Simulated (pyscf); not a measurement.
This saddle point was located with ωB97X-D3(BJ)/def2-SVP in PySCF.

```xyz
8

O     -0.6507     0.0008     0.4661
B     -1.2324    -1.1746     0.6998
O     -1.7618    -2.2358     0.9392
H     -1.2053     0.8953    -0.1018
B     -0.2093     0.5048    -1.0725
H     -1.1196     1.4492    -1.0232
H      0.8828     1.0015    -1.0231
H     -0.5328    -0.3199    -1.8872
```

Surface: singlet, charge 0. Lowest wavenumbers (cm⁻¹): 1313i, 125, 181, 514, 534.

Question: What reaction is this the transition state of?

Answer: `[O]=[B][OH]` + `[BH3]` ⇌ `[BH2][O][B]=[O]` + `[H][H]`, a four-centre exchange read from left to right: H–O, B–H broken and B–O, H–H formed. At ωB97M-D3(BJ)/def2-TZVP it lies +43.8 kJ/mol from the left side and +157.4 kJ/mol from the right (each side as separated species at their lowest minima found). On the reactant side the descent ends in a complex, 20.7 kJ/mol under the separated species and 65.8 kJ/mol under the saddle at ωB97X-D3(BJ)/def2-TZVP. This is the saddle that the search found; another between the same sides may lie lower.
